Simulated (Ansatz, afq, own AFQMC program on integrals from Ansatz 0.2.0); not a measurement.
Integrals from Ansatz 0.2.0, then the random walk in our own AFQMC program (afq).

```yaml
crystal:
  periodic: [false, false, false]
  atoms:
    - {symbol: Br, position_ang: [-2.433859, 0.369878, 0.000000]}
    - {symbol: H, position_ang: [-0.434859, 0.369878, 0.000000]}
    - {symbol: Si, position_ang: [1.236141, 0.369878, 0.000000]}
    - {symbol: H, position_ang: [1.632576, -1.109635, 0.000000]}
basis:
  gaussian: {orbitals: cc-pVTZ}
magnetization: {spin_polarized: false, initial_magnetization: 1}
correlation: {method: ccsd_t, electrons: outside_noble_gas, hamiltonian_folder: ham}
```

```sh
$ ansatz run in.yaml --threads 1 --pin off --events-out ev --progress --plain --max-ram 16896MiB --backend cuda --devices 0, --max-vram 18GiB
```

Options of the walk:

```
--method phaseless --trial cisd --walkers 1500 --populations 20 --least-time 60 --time-step 0.005 --steps-per-block 50 --equilibration-blocks 28 --max-blocks 4000 --target-error 0.00021 --factor-cut 1e-05 --start spin_pure --seed 3147 --release-times 0.24,0.51,0.99,1.62,2.4 --release-step 0.03 --release-every 3 --taylor-order 6
```

Times are imaginary, in 1/Eh. The walk had a cap of 239 s. With eight or more populations the least sampling time is a fifth of least-time, and the error comes from their spread. Filled inner d shells are frozen with the cores.

Log:

```
orbitals 86  electrons 7 6  factors 567 of 637
reference energy -2862.45556907 Eh
CCSD correlation -0.31160338 Eh in 18 cycles, weight of the determinant in the CISD state 0.8184
energy of the start -2862.767165 Eh
 block  time / (1/Eh)  mean weight  energy / Eh
     1     0.250  0.9997  -2862.760993
     2     0.500  0.9991  -2862.763282
     3     0.750  0.9999  -2862.766289
     4     1.000  1.0000  -2862.769067
     5     1.250  1.0000  -2862.772049
     9     2.250  0.9999  -2862.776351
    15     3.750  1.0001  -2862.776522
    23     5.750  1.0001  -2862.778965
    31     7.750  0.9995  -2862.779456
    39     9.750  0.9998  -2862.776914
    47    11.750  1.0004  -2862.779083
    49    12.250  1.0004  -2862.781794
    55    13.750  1.0003  -2862.779807
    63    15.750  1.0003  -2862.778413
    71    17.750  0.9998  -2862.780575
    79    19.750  0.9999  -2862.781058
    87    21.750  1.0004  -2862.778261
    95    23.750  0.9994  -2862.780127
   103    25.750  1.0007  -2862.778721
   111    27.750  0.9999  -2862.780659
   117    29.250  1.0004  -2862.778400
error from the spread of 20 populations
released: time / (1/Eh)  energy / Eh  error  mean overlap
  0.24  -2862.779419  0.000227  1.0014
  0.51  -2862.779517  0.000170  1.0054
  0.99  -2862.779888  0.000194  1.0072
  1.62  -2862.780060  0.000310  1.0020
  2.40  -2862.780140  0.000378  1.0094
energy -2862.779398 +/- 0.000207 Eh
(rows thinned)
```

The run passed its tests (sampling time, drift between the halves within three errors, error under three times the target), which doesn't prove that it has relaxed. The second half of the sampling lies below the first by 1.7 errors of their difference, so the energy may still be moving and its error bar be too small.

Against this walk (error 5.6 meV) on the same determinant: CCSD(T) 25.9 meV higher, CCSDT(Q) 33.1 meV lower. The error is statistical and leaves out the bias of the constraint. Released to 2.40 1/Eh the energy moves by -20 ± 12 meV (both errors), within twice the noise. CCSDT(Q) is the surest value here, so the walk's 33 meV above it is most likely the bias of the constraint with this trial, which can have either sign.

Cautions: constraint bias not in the error; no relativity below Rb; no spin-orbit coupling; inner d shell frozen; higher spins were not checked; a spin-contaminated unrestricted determinant lies lower (UHF 342 meV lower, ⟨S²⟩ 1.19).

The walk took 2.1 min on 1 × NVIDIA H100 80GB HBM3 with 2 threads of AMD EPYC 7R13 Processor (Zen 3), on a shared host (the card was shared). The log's last line is the phaseless energy.

CCSDT and higher add their correlation energy to the determinant of the CCSD(T) run, since their own runs factorise the integrals more tightly (a shift of under 2 meV). A walk keeps the symmetry of its determinant, which the program's search chose and which needn't be the lowest solution, so a lower state of the same spin and another symmetry isn't excluded.
